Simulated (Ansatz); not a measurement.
Equilibrium lattice constant a (Å) of 24 elemental metals, computed with LDA in Ansatz (PAW) and with PBEsol in Ansatz (plane waves, PAW). The set holds measured phases with no doubt noted on the run or the magnetic state but for the caveats below. 20 more of the class have both values but aren't in it, for one of these reasons: built or high-temperature cells, doubts on the run or the magnetic state, unlike cells, values of zero, layered or molecular crystals, cells that aren't cubic. Solids without a value at one level (not run, failed, or a magnetic order lost), or held back for tests, aren't counted.

All rows, in order of the shift (worked out from unrounded values):

| solid | LDA | PBEsol | shift (%) |
|---|---|---|---|
| fcc Ir | 3.811 | 3.830 | +0.51 |
| bcc Mo | 3.111 | 3.130 | +0.58 |
| bcc W | 3.135 | 3.154 | +0.61 |
| fcc Pt | 3.894 | 3.918 | +0.62 |
| fcc Rh | 3.754 | 3.780 | +0.70 |
| bcc Nb | 3.247 | 3.271 | +0.75 |
| fcc Al | 3.982 | 4.014 | +0.79 |
| bcc Ta | 3.253 | 3.281 | +0.85 |
| fcc Au | 4.047 | 4.083 | +0.87 |
| fcc Pd | 3.840 | 3.876 | +0.94 |
| fcc Pb | 4.880 | 4.933 | +1.10 |
| bcc V | 2.926 | 2.959 | +1.11 |
| fcc Ni | 3.423 | 3.463 | +1.16 |
| fcc Cu | 3.518 | 3.563 | +1.29 |
| fcc Ag | 4.001 | 4.054 | +1.32 |
| bcc Fe | 2.750 | 2.788 | +1.35 |
| bcc Li | 3.363 | 3.434 | +2.11 |
| fcc Ca | 5.337 | 5.455 | +2.21 |
| fcc Sr | 5.793 | 5.922 | +2.23 |
| bcc Ba | 4.757 | 4.881 | +2.60 |
| bcc Na | 4.053 | 4.171 | +2.91 |
| bcc K | 5.044 | 5.215 | +3.40 |
| bcc Rb | 5.376 | 5.569 | +3.59 |
| bcc Cs | 5.766 | 6.012 | +4.26 |

The shift from LDA to PBEsol has a median of +1.14 %, and eight in ten lie between +0.61 % and +3.25 %; PBEsol is the larger in 24 of 24.

Ansatz's runs of these crystals have no spin polarisation, but for bcc Fe, fcc Ni.

Density-functional runs with spin start from parallel moments for bcc Fe, parallel moments for fcc Ni.

Spin–orbit coupling is left out, also for the solids with elements from indium on (bcc Ta, fcc Pt, bcc Ba, bcc W, fcc Ir, bcc Cs, fcc Pb, fcc Au); its size isn't shown.

Ansatz's density-functional and Hartree–Fock values are scalar-relativistic unless marked +SOC, with PAW data made under PBE.

Ansatz is an electronic-structure program.
